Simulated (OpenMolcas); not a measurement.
# Multireference states of Al₂⁺

Aim: the low electronic states of Al₂⁺, first without spin–orbit coupling and then as Ω levels, at one distance and along the bond.

Program: OpenMolcas 26.06. Level of theory: SA-CASSCF(5,8), XMS-CASPT2, RASSI; ANO-RCC-VTZP. These are calculated values, not measurements.

## (1) Set-up

C2 symmetry about the axis (a holds Σ, Δ, Γ; b holds Π, Φ, H; Σ⁺ and Σ⁻ are not told apart); roots by multiplicity and irrep: 2a 6, 2b 6, 4b 4, 4a 5.

Active shells: Al 3s 3p, Al 3s 3p.

m.inp

```
&GATEWAY
Coord
2
angstrom
Al 0.0 0.0 0.0
Al 0.0 0.0 2.8150
Basis=ANO-RCC-VTZP
Group=XY
RX2C
AMFI
ANGMom
0.0 0.0 0.0
RICD
&SEWARD
&GUESSORB
&RASSCF
FileOrb=$CurrDir/o21.orb
Symmetry=1
Spin=2
nActEl=5 0 0
Inactive=6 4
RAS2=4 4
CIRoot=6 6 1
Linear
Iterations=120 100
OrbListing=Nothing
PRWF=0.15
>>COPY $Project.RasOrb $CurrDir/o21.orb
>>COPY $Project.rasscf.h5 $CurrDir/r21.h5
&CASPT2
XMultistate=all
Imaginary=0.2
IPEA=0.25
MaxIter=40
>>COPY $Project.JobMix JOB001
&RASSCF
FileOrb=$CurrDir/o22.orb
Symmetry=2
Spin=2
nActEl=5 0 0
Inactive=6 4
RAS2=4 4
CIRoot=6 6 1
Linear
Iterations=120 100
OrbListing=Nothing
PRWF=0.15
>>COPY $Project.RasOrb $CurrDir/o22.orb
>>COPY $Project.rasscf.h5 $CurrDir/r22.h5
&CASPT2
XMultistate=all
Imaginary=0.2
IPEA=0.25
MaxIter=40
>>COPY $Project.JobMix JOB002
&RASSCF
FileOrb=$CurrDir/o42.orb
Symmetry=2
Spin=4
nActEl=5 0 0
Inactive=6 4
RAS2=4 4
CIRoot=4 4 1
Linear
Iterations=120 100
OrbListing=Nothing
PRWF=0.15
>>COPY $Project.RasOrb $CurrDir/o42.orb
>>COPY $Project.rasscf.h5 $CurrDir/r42.h5
&CASPT2
XMultistate=all
Imaginary=0.2
IPEA=0.25
MaxIter=40
>>COPY $Project.JobMix JOB003
&RASSCF
FileOrb=$CurrDir/o41.orb
Symmetry=1
Spin=4
nActEl=5 0 0
Inactive=6 4
RAS2=4 4
CIRoot=5 5 1
Linear
Iterations=120 100
OrbListing=Nothing
PRWF=0.15
>>COPY $Project.RasOrb $CurrDir/o41.orb
>>COPY $Project.rasscf.h5 $CurrDir/r41.h5
&CASPT2
XMultistate=all
Imaginary=0.2
IPEA=0.25
MaxIter=40
>>COPY $Project.JobMix JOB004
&RASSI
Nr of JobIphs=4 6 6 4 5
1 2 3 4 5 6
1 2 3 4 5 6
1 2 3 4
1 2 3 4 5
SpinOrbit
EJob
Omega
MEES
MESO
Properties=4
'AngMom' 3 'Mltpl  1' 1 'Mltpl  1' 2 'Mltpl  1' 3
Thrs=1.0d-4
>>COPY $Project.rassi.h5 $CurrDir/so.h5
```

Each module block was a call of its own in one work directory; start orbitals came from a preliminary run.

Command:

```bash
$ pymolcas m.inp
```

## (2) The spin-free blocks

Further steps of the session: From Λ–S states to Ω levels.

Before running it: what results should come out? Wanted: lowest spin-free state; next spin-free state; lowest level; next level; lowering by spin–orbit coupling.

The runs gave:

| quantity | value |
| --- | --- |
| lowest spin-free state | (1)2Σ |
| next spin-free state | (1)2Π, 0.436 eV |
| lowest level | Ω = 1/2, 100 % (1)2Σ |
| next level | Ω = 1/2, 3484 cm⁻¹ |
| lowering by spin–orbit coupling | 0 cm⁻¹ |

What this shows: At 2.815 Å the lowest computed level has Ω = 1/2 and is 100 % (1)2Σ. g and u states are not told apart. Only the spin multiplicities and numbers of roots in the input were computed, so the list of states is not complete and the lowest one found need not be the ground state; labels number the states computed.
